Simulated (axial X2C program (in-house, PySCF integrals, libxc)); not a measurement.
BN⁺ at several levels of theory

Calculated with an in-house relativistic program for diatomic molecules. Spin-free means the one-electron spin-free X2C Hamiltonian; two-component (2c) means X2C with spin–orbit coupling and atomic mean-field two-electron Coulomb and Gaunt terms, so the difference of the two also holds small scalar two-electron terms. Basis: N dyall-av3z [7s7p3d2f], B dyall-v3z [7s6p2d1f] (cores contracted in-house); Gaussian nuclei, density fitting, unrestricted open shells. Masses: N 14.003 u, B 11.009 u.

State, spin-free: M_S = 3/2, Λ = 0 (beyond evenly filled blocks: σα, π+α, π-α); electrons by block: σα: 5, σβ: 4, π+α: 1, π-α: 1. Fragments: N + B+.

State, 2c: Ω = 3/2 (⟨Sz⟩ = 1.50, ⟨Lz⟩ = 0.00 at PBE0); electrons by block: 1/2: 5, -1/2: 5, 3/2: 1. Fragments: N + B+.

```tsv
Hamiltonian	level	Re (Å)	ωe (cm⁻¹)	ωexe (cm⁻¹)	Be (cm⁻¹)	αe (cm⁻¹)	De (eV)	D0 (eV)	k (mdyn/Å)	μ (D)
spin-free	BLYP	1.461	1074.7	15.8	1.282	0.0217	2.37	2.31	4.19	2.61
2c	PBE0	1.435	1167.9	18.5	1.328	0.0217	2.22	2.15	4.95	2.83
2c	HF	1.413	1220.5	31.7	1.371	0.0264	0.842	0.767	5.41	3.42
2c	MP2	1.432	1199.5	n/a	1.334	0.0187	1.48	1.41	5.23	n/a
2c	CCSD	1.453	1042.3	33.3	1.296	0.0325	1.10	1.03	3.94	n/a
2c	CCSD(T)	1.463	1016.1	26	1.279	0.0299	1.24	1.18	3.75	n/a
```

Spin-free values that have a 2c row agree with it to the digits that matter (0.001 Å, 0.01 eV) and are not repeated.

Correlated methods: 7 electrons correlated (number of frozen shells: N 1 s; B 1 s), 177 virtual spin orbitals or spinors in MP2, 83 natural virtuals in coupled cluster.

Dipoles are positive if B is the positive end and refer to the centre of mass.

Occupations by symmetry block were frozen at the best pattern of an incomplete PBE0 search. Dissociation energies refer to the lowest single-determinant-based atoms at the same level and basis. Density functionals use the spin component along the axis (collinear). Coupled cluster ran in a truncated set of natural virtual spinors; the MP2 energy of the rest was added. (T) has no such correction and the atoms are truncated less, which lowers De at CCSD(T) by a hundredth of an eV or more. PBE0 can misorder states that lie within some tenths of an eV, so this need not be the ground state of the molecule. The nearest other spin-free determinant of the search, M_S = 1/2, Λ = 0, lies 0.31 eV up at the distance of the search. With several unpaired electrons one determinant need not be a pure state. At some level and bond length an empty orbital lies below a filled one. Some points did not converge and are left out. This is the top spin component of a Σ state; components of lower Ω are not single determinants and can lie lower. The stretched end of a curve changes character and is left out.

No reliable constants came from BLYP (2c): no minimum in range, unconverged points, a curve that is not smooth, a change of character along it, or the two Hamiltonians disagreeing along it.

Rough cost a point (2c) on 1 thread(s) of a shared host, integrals apart: PBE0 0.6 s, HF 0.27 s, CCSD(T) 4 s.

The whole task took 100 s on 1 thread of Arm Neoverse N1 (shared host).
